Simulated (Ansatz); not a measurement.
# C2H5N: up Jacob's ladder to CCSD(T)

An exercise on one series of results from a longer session: the logs are not shown, and one member is left open.

Program: Ansatz 0.2.0, Gaussian basis. Level of theory: functionals in def2-TZVPP, the program's frozen cores in correlated methods. These are calculated values, not measurements.

The runs, in order: LDA (SPW92), PBE-D4, revPBE-D4, BLYP-D4, r2SCAN-D4, B97M-V, PBE0-D4, B3LYP-D4, r2SCANh-D4, r2SCAN0-D4, HSE06-D4, BHLYP-D4, CAM-B3LYP-D4, LC-ωPBE, ωB97X-V, ωB97M-V, B2PLYP, PBE-QIDH; CCSD(T)/def2-SVP; CCSD(T)/def2-TZVPP; CCSD(T)/def2-QZVPP; extrapolation to the limit; RPA on PBE.

### The relaxed structure

The geometry comes from an earlier relaxation with PBE0-D4 in a triple-zeta def2 set; it is a stationary point, not always the lowest conformer.

SMILES `CC=N`, 8 atoms, charge 0, spin multiplicity 1.

Atoms are counted from 1 here; the program's logs count them from 0.

Bond lengths: C1–C2 1.493 Å, C1–H4 1.094 Å, C1–H5 1.092 Å, C1–H6 1.094 Å, C2–N3 1.263 Å, C2–H7 1.095 Å, N3–H8 1.023 Å. Angles: C2–C1–H4 110.3°, C2–C1–H5 111.6°, C2–C1–H6 110.3°, H4–C1–H5 109.0°, H4–C1–H6 106.6°, H5–C1–H6 109.0°, C1–C2–N3 127.9°, C1–C2–H7 115.5°, N3–C2–H7 116.6°, C2–N3–H8 110.6°.

The first run:

Contents of in.yaml:

```yaml
crystal:
  periodic: [false, false, false]
  atoms:
    - {symbol: C, position_ang: [-0.471237, 0.591918, -0.316012]}
    - {symbol: C, position_ang: [0.663095, -0.171006, 0.284328]}
    - {symbol: N, position_ang: [0.697827, -1.394971, 0.593586]}
    - {symbol: H, position_ang: [-0.168376, 1.032767, -1.270717]}
    - {symbol: H, position_ang: [-1.342334, -0.045425, -0.480240]}
    - {symbol: H, position_ang: [-0.756718, 1.422792, 0.336430]}
    - {symbol: H, position_ang: [1.571915, 0.409661, 0.476491]}
    - {symbol: H, position_ang: [-0.194161, -1.845738, 0.376134]}
basis:
  gaussian: {orbitals: def2-TZVPP}
hamiltonian: {xc: lda}
output: {orbitals: {seedname: orbitals}}
```

Command:

```bash
$ ansatz run in.yaml --threads 2 --pin off --events-out ev --progress --plain --max-ram 32768MiB --backend cpu
```

Among the steps run: LDA; PBE-D4 (GGA); revPBE-D4 (GGA); BLYP-D4 (GGA); r2SCAN-D4 (meta-GGA); B97M-V (meta-GGA); PBE0-D4 (hybrid); B3LYP-D4 (hybrid); r2SCANh-D4 (hybrid); r2SCAN0-D4 (hybrid); HSE06-D4 (hybrid); BHLYP-D4 (hybrid); CAM-B3LYP-D4 (range-separated); LC-ωPBE (range-separated); ωB97X-V (range-separated); ωB97M-V (range-separated); B2PLYP (double hybrid); PBE-QIDH (double hybrid).

One of the session's tables, all rows but one given; the rest of the session is left out.

It belongs to the step «Frontier levels by functional». 

```
  functional  HOMO (eV)  gap (eV)
 LDA (SPW92)      -6.08      4.71
      PBE-D4      -6.01      4.87
   revPBE-D4      -5.98      4.92
     BLYP-D4      -5.93      4.91
   r2SCAN-D4      -6.33      5.44
      B97M-V      -6.54      5.77
     PBE0-D4      -7.56      7.58
    B3LYP-D4      -7.33      7.07
  r2SCANh-D4      -6.90      6.44
  r2SCAN0-D4      -7.77      7.94
    HSE06-D4      -7.15      6.79
    BHLYP-D4      -9.05     10.33
CAM-B3LYP-D4      -9.02     10.27
     LC-ωPBE     -10.38     12.89
     ωB97X-V     -10.05     12.47
     ωB97M-V          ?         ?
```

Estimate the missing values for ωB97M-V.

The run gave: HOMO (eV): -9.97; gap (eV): 12.29. In the column «HOMO (eV)» it lies between ωB97X-V (-10.05) and BHLYP-D4 (-9.05).
